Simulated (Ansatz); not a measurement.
```yaml
crystal:
  periodic: [false, false, false]
  atoms:
    - {symbol: Ta, position_ang: [0.000000, 0.000000, -1.673847]}
    - {symbol: N, position_ang: [0.000000, 0.000000, 0.254492]}
    - {symbol: N, position_ang: [0.000000, 0.000000, 1.419355]}
basis:
  gaussian: {orbitals: def2-TZVP}
total_charge: 1
magnetization: {spin_polarized: true, initial_magnetization: 6}
hamiltonian: {xc: pbe0}
relax: {f_tol: 0.004, max_steps: 80}
```

```sh
$ ansatz run in.yaml --threads 1 --pin off --events-out ev --progress --plain --max-ram 2176MiB
```

Steps of the relaxation (energy above the last step; positions in Å, forces in eV/Å):

```
3
step 1, 45.5 meV
Ta    0.000    0.000   -1.674    0.000    0.000    0.455
N     0.000    0.000    0.254    0.000    0.000   -2.995
N     0.000    0.000    1.419    0.000    0.000    2.540
```

```
3
step 2, 4.4 meV
Ta    0.000    0.000   -1.670    0.000    0.000    0.206
N     0.000    0.000    0.241    0.000    0.000   -0.887
N     0.000    0.000    1.429    0.000    0.000    0.681
```

```
3
step 3, 0.1 meV
Ta    0.000    0.000   -1.665    0.000    0.000   -0.051
N     0.000    0.000    0.234    0.000    0.000   -0.043
N     0.000    0.000    1.430    0.000    0.000    0.094
```

```
3
step 5, 0.0 meV
Ta    0.000    0.000   -1.666    0.000    0.000    0.000
N     0.000    0.000    0.235    0.000    0.000    0.000
N     0.000    0.000    1.432    0.000    0.000    0.000
```

Close pairs at the end: N2–N3 1.197 Å, Ta1–N2 1.901 Å, Ta1–N3 3.098 Å.

A stationary point of unrestricted PBE0 after 5 steps, with ⟨S²⟩ = 12.035 against 12.00 for a pure state; no frequencies were run, so it isn't proven a minimum. 1.7 min on 1 thread of Arm Neoverse N1, shared host.
